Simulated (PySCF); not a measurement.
## Beryllium: a sound run and one with changed settings

Sound run: Be [He] 2s2, Be⁺ [He] 2s1. Calculation: PySCF 2.14, in pcseg-2 (4s2p1d, 15 functions); no relativity, point nucleus. In the sound run the correlated levels freeze 1s2. The sound run starts from symmetry-adapted Hartree-Fock orbitals and uses a fine grid where one is needed.

Changed run: all electrons correlated in a basis built for the valence shell.

```tsv
species	method	sound run (hartree)	changed run (hartree)	converged
Be	MP2	-14.59414	-14.59513	yes
Be	CCSD(T)	-14.61238	-14.61319	yes
Be⁺	MP2	n/a	-14.27609	yes
Be⁺	CCSD(T)	n/a	-14.27617	yes
```

Ionisation energy of Be:

| method | sound run (eV) | changed run (eV) |
| --- | --- | --- |
| UHF | 8.022 | 8.022 |
| MP2 | 8.674 | 8.681 |
| SCS-MP2 | 8.805 | 8.813 |
| CCSD | 9.171 | 9.169 |
| CCSD(T) | 9.171 | 9.171 |

A valence basis has no tight correlating functions, so it recovers only part of the core correlation, and not evenly between atom and ion.

For comparison, NIST gives 9.323 eV between the lowest levels.
